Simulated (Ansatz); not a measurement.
A run of Ansatz (development build ahead of 0.2.0) on singlet C₂H₆ at this shape:

```yaml
atoms:
  - { symbol: C, position_ang: [0.0000, 0.0000, 0.7622] }
  - { symbol: C, position_ang: [0.0000, 0.0000, -0.7622] }
  - { symbol: H, position_ang: [0.0000, 1.0190, 1.1572] }
  - { symbol: H, position_ang: [-0.8824, -0.5095, 1.1572] }
  - { symbol: H, position_ang: [0.8824, -0.5095, 1.1572] }
  - { symbol: H, position_ang: [0.0000, -1.0190, -1.1572] }
  - { symbol: H, position_ang: [-0.8824, 0.5095, -1.1572] }
  - { symbol: H, position_ang: [0.8824, 0.5095, -1.1572] }
```

Its results:

- Converged: yes
- Reference energy: -79.25974 hartree
- Correlation energy: -0.37009 hartree
- Total energy: -79.62983 hartree
- Spin squared of the determinant: 0.000
- Stability test: minimum among restricted orbitals
- Occupied orbitals by symmetry in an Abelian subgroup (alpha; beta): 4 Ag 1 Au 1 Bg 3 Bu; 4 Ag 1 Au 1 Bg 3 Bu

Forces (eV/Å):
```json
{"atom": "C1", "Fx": "0.000", "Fy": "0.000", "Fz": "0.109"}
{"atom": "C2", "Fx": "0.000", "Fy": "0.000", "Fz": "-0.109"}
{"atom": "H3", "Fx": "0.000", "Fy": "-0.144", "Fz": "-0.048"}
{"atom": "H4", "Fx": "0.125", "Fy": "0.072", "Fz": "-0.048"}
{"atom": "H5", "Fx": "-0.125", "Fy": "0.072", "Fz": "-0.048"}
{"atom": "H6", "Fx": "0.000", "Fy": "0.144", "Fz": "0.048"}
{"atom": "H7", "Fx": "0.125", "Fy": "-0.072", "Fz": "0.048"}
{"atom": "H8", "Fx": "-0.125", "Fy": "-0.072", "Fz": "0.048"}
```

**Question.** Which input gives this output? Name the method, the orbitals and the basis set, and write the input.

**Answer.** RHF-MP2 in cc-pVTZ. An unrestricted run that stays on the closed shell gives the same numbers.

```yaml
crystal:
  periodic: [false, false, false]
  atoms:
    - { symbol: C, position_ang: [0.0, 0.0, 0.76221] }
    - { symbol: C, position_ang: [0.0, 0.0, -0.76221] }
    - { symbol: H, position_ang: [0.0, 1.01896, 1.15723] }
    - { symbol: H, position_ang: [-0.88244, -0.50948, 1.15723] }
    - { symbol: H, position_ang: [0.88244, -0.50948, 1.15723] }
    - { symbol: H, position_ang: [0.0, -1.01896, -1.15723] }
    - { symbol: H, position_ang: [-0.88244, 0.50948, -1.15723] }
    - { symbol: H, position_ang: [0.88244, 0.50948, -1.15723] }
basis:
  gaussian: { orbitals: cc-pVTZ }
hamiltonian:
  xc: hf
correlation:
  method: mp2
  frozen_orbitals: { C: 1, H: 0 }
output:
  forces: true
```
